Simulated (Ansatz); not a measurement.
Compare A (`FCC1CO1`) with its isomer B (`OC1(F)CC1`).

Calculated with Ansatz (gas phase, PBE0-D4/def2-TZVP geometries, no zero-point term in ΔE). CCSD(T)/CBS is the MP2 limit (def2-TZVPP, def2-QZVPP) plus CCSD(T) − MP2 in def2-TZVPP, frozen cores. Functionals use def2-TZVPP. B3LYP here is the variant with VWN-RPA as its local correlation; programs differ in this. Each species was taken in one conformer, which may not be the lowest.

(1) Which is lower in electronic energy at CCSD(T)/CBS, and by how much? (An estimate is asked.)

(2) Give E(B) − E(A) in kJ/mol with B2PLYP, r2SCAN-D4, B3LYP, B3LYP-D4, ωB97M-V, MP2/def2-TZVPP, PBE0-D4. (Estimate.)

Largest T1 diagnostic: 0.011.

## Answers

(1) The calculation gave: B, by 47.7 kJ/mol.

(2) Ansatz gave: B2PLYP -45.9, r2SCAN-D4 -52.4, B3LYP -45.1, B3LYP-D4 -46.2, ωB97M-V -53.9, MP2/def2-TZVPP -50.3, PBE0-D4 -54.0. None reverses the order clearly.

From PBE to PBE0 (25 % exact exchange), in def2-TZVPP and without D4, E(B) − E(A) moves by −5.4 kJ/mol.
